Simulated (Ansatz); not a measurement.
`C=C=CCO`, relaxed with RKS PBE0-D4/def2-TZVP in Ansatz 0.2.0 from a PBE-D4/def2-SVP geometry. The force threshold is 0.005 eV/Å; the program also tests the step.

Charge 0, multiplicity 1.

Start:

```xyz
11

C     0.443   -2.247   -0.349
C     0.402   -1.021    0.130
C     0.334    0.209    0.604
C    -0.717    1.225    0.207
O    -0.146    2.409   -0.322
H     1.001   -2.489   -1.271
H    -0.072   -3.080    0.160
H     1.105    0.562    1.316
H    -1.450    0.750   -0.488
H    -1.281    1.542    1.111
H     0.381    2.140   -1.097
```

```csv
step,energy (eV),largest force (eV/Å),largest move (Å)
1,-6285.9763,0.618,0.000
2,-6286.0315,0.217,0.057
3 (rejected),-6285.9764,1.228,0.195
4,-6286.0374,0.208,0.036
5,-6286.0382,0.135,0.028
6,-6286.0394,0.020,0.017
7,-6286.0394,0.022,0.003
8,-6286.0395,0.015,0.003
9,-6286.0395,0.004,0.007
```

End:

```xyz
11

C     0.438   -2.212   -0.349
C     0.398   -1.005    0.132
C     0.337    0.204    0.609
C    -0.713    1.201    0.214
O    -0.151    2.370   -0.345
H     0.992   -2.441   -1.254
H    -0.078   -3.031    0.143
H     1.089    0.539    1.320
H    -1.432    0.730   -0.467
H    -1.261    1.536    1.099
H     0.380    2.107   -1.102
```

Run time 19 s (4 threads of a server CPU on a shared host); peak host memory 0.43 GiB.
